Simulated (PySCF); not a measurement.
## Bond length, frequency and bond energy of NaSi by level of theory

State: ⁴Σ⁻ (quartet), unpaired electrons σ ↑, π ↑↑. Set-up: Na 6-31G(d,p), Si 6-31G(d,p); no relativity (PySCF 2.14). De refers to Na + Si in their high-spin ground configurations, without counterpoise correction. The functionals are run spin-unrestricted. A positive dipole means Na(−)Si(+).

```csv
Level,Re (Å),ωe (cm⁻¹),De (eV),μ (D)
UHF,2.740,257,0.93,-8.38
UHF-MP2,2.707,274,1.26,n/a
UHF-SCS-MP2,2.710,272,1.14,n/a
UHF-CCSD,2.704,275,1.24,n/a
UHF-CCSD(T),2.704,275,1.27,n/a
PBE,2.719,246,1.44,-6.60
BLYP,2.744,232,1.17,-6.04
r²SCAN,2.708,257,1.58,-7.42
PBE0,2.703,256,1.42,-7.25
BHandHLYP,2.697,256,1.13,-7.28
M06-2X,2.669,268,1.35,-7.31
```

The bond length runs from 2.669 Å (M06-2X) to 2.744 Å (BLYP). De spans 0.93 eV (UHF, mean field) to 1.58 eV (r²SCAN, meta-GGA). Correlation at CCSD(T) changes the Hartree–Fock bond energy by +0.34 eV; the triples alone change it by +0.03 eV.

Correlated steps freeze 6 core orbitals. Correlated levels converge slowly with the basis: in double zeta they bind strong bonds too weakly, by up to about 1 eV, and carry superposition errors of some tenths. The state was picked by a PBE0 search and need not be the measured ground state.
